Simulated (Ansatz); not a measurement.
S5⁺, 5 atoms. Hardware: 4 threads of AMD EPYC 7B13 on a shared host.

Correlated methods freeze 25 core orbitals.

(1) How many basis functions does each of these Ansatz runs have, and roughly what does it cost? PBE-D4/def2-SVP, charge 1 doublet, energy, from earlier orbitals; PBE-D4/def2-SVP, charge 1 doublet, energy with a search over starts; PBE-D4/def2-TZVP, charge 1 doublet, energy and forces, from earlier orbitals; r2SCAN-D4/def2-TZVP, charge 1 doublet, energy, from earlier orbitals; ωB97M-V/def2-TZVP, charge 1 doublet, energy, from earlier orbitals; HF/def2-TZVP, charge 1 doublet, energy, from earlier orbitals; HF/STO-3G, charge 1 doublet, energy; RPA@PBE/def2-TZVP, charge 1 doublet, energy, from earlier orbitals; PBE-D4/def2-SVP, charge 1 doublet, relaxation, 17 steps; PBE0-D4/def2-SVP, charge 1 doublet, energy, from earlier orbitals; PBE0-D4/def2-TZVP, charge 1 doublet, energy, from earlier orbitals; HSE06-D4/def2-TZVP, charge 1 doublet, energy, from earlier orbitals.

Results:

(1) Other jobs shared the machine, so times can vary by a factor of up to 3. A dash marks memory too small to be measured apart from the calling script's.

```tsv
run	functions	fitting or Cholesky vectors	wall time	peak host memory (GiB)
HF/STO-3G, charge 1 doublet, energy	45	492	0.45 s	–
PBE-D4/def2-SVP, charge 1 doublet, energy, from earlier orbitals	90	1025	1 s	–
PBE0-D4/def2-SVP, charge 1 doublet, energy, from earlier orbitals	90	804	1.6 s	–
PBE-D4/def2-SVP, charge 1 doublet, energy with a search over starts	90	1025	2 s	–
PBE-D4/def2-TZVP, charge 1 doublet, energy and forces, from earlier orbitals	185	1305	2.5 s	–
RPA@PBE/def2-TZVP, charge 1 doublet, energy, from earlier orbitals	185	1110	3.9 s	–
PBE0-D4/def2-TZVP, charge 1 doublet, energy, from earlier orbitals	185	1355	4.6 s	0.81
HSE06-D4/def2-TZVP, charge 1 doublet, energy, from earlier orbitals	185	1355	5.5 s	0.84
r2SCAN-D4/def2-TZVP, charge 1 doublet, energy, from earlier orbitals	185	1305	6 s	–
HF/def2-TZVP, charge 1 doublet, energy, from earlier orbitals	185	1610	8 s	1.1
ωB97M-V/def2-TZVP, charge 1 doublet, energy, from earlier orbitals	185	1320	12 s	1.1
PBE-D4/def2-SVP, charge 1 doublet, relaxation, 17 steps	90	1025	14 s	–
```
